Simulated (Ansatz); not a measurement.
# CH₃N (singlet): the correlation ladder, cc-pVDZ

One table from this session's results is given with a row withheld; the runs are named, their logs left out.

Computed with Ansatz 0.2.0, Gaussian basis. Level: cc-pVDZ, core rule «outside noble gas», up to 2 orbitals frozen.

Plan: UHF; CCSD(T) on RHF; BCCD(T) on RHF; CISD; CCSDT(Q) on RHF; CCSDTQ on RHF; CASSCF and MRCISD+Q, 12 electrons in 11 orbitals; CASSCF and NEVPT2, 12 electrons in 11 orbitals.

3 further runs of the same task are left out: 3 set aside as unsound or not needed.

## What is computed

The geometry is a PBE0/def2-TZVP stationary point (not a proven minimum).

5 atoms, charge 0, spin multiplicity 1.

Atoms are counted from 1 here; the program's logs count them from 0.

Bond lengths: N1–C2 1.261 Å, N1–H5 1.021 Å, C2–H3 1.092 Å, C2–H4 1.096 Å. Angles: C2–N1–H5 111.0°, N1–C2–H3 118.8°, N1–C2–H4 124.9°, H3–C2–H4 116.2°.

The first run:

File in.yaml:

```yaml
crystal:
  periodic: [false, false, false]
  atoms:
    - {symbol: N, position_ang: [0.000000, -0.123151, -0.624976]}
    - {symbol: C, position_ang: [0.000000, 0.059956, 0.622305]}
    - {symbol: H, position_ang: [0.000000, -0.809947, 1.281846]}
    - {symbol: H, position_ang: [0.000000, 1.040239, 1.112909]}
    - {symbol: H, position_ang: [0.000000, 0.766609, -1.125303]}
basis:
  gaussian: {orbitals: cc-pVDZ}
magnetization: {spin_polarized: true, initial_magnetization: 0}
hamiltonian: {xc: hf}
output: {orbitals: {seedname: orbitals}}
```

Command:

```sh
> ansatz run in.yaml --threads 1 --pin off --events-out ev --progress --plain --max-ram 2560MiB --backend cpu
```

Steps of the session up to this table: UHF; CCSD(T) on RHF; BCCD(T) on RHF; CISD; CCSDT(Q) on RHF; CCSDTQ on RHF; CASSCF and MRCISD+Q, 12 electrons in 11 orbitals; CASSCF and NEVPT2, 12 electrons in 11 orbitals.

One table of the session follows, with a row left open; its other results are not shown here.

| method | from RCCSDTQ (kJ/mol) |
| --- | --- |
| RHF | +881.5 |
| RMP2 | ? |
| CISD | +97.6 |
| RCCSD | +30.5 |
| RCCSD(T) | +3.3 |
| BCCD(T) | +3.3 |
| RCCSDT | +2.1 |
| RCCSDT(Q) | -0.2 |
| RCCSDTQ | 0 |
| CASSCF valence | +510.4 |
| NEVPT2 valence | +97.6 |
| MRCISD valence | +29.5 |
| MRCISD+Q valence | +1.8 |

Estimate the missing values for RMP2.

The run gave: from RCCSDTQ (kJ/mol): +92.0. In the column «from RCCSDTQ (kJ/mol)» it lies between RCCSD (+30.5) and CISD (+97.6).
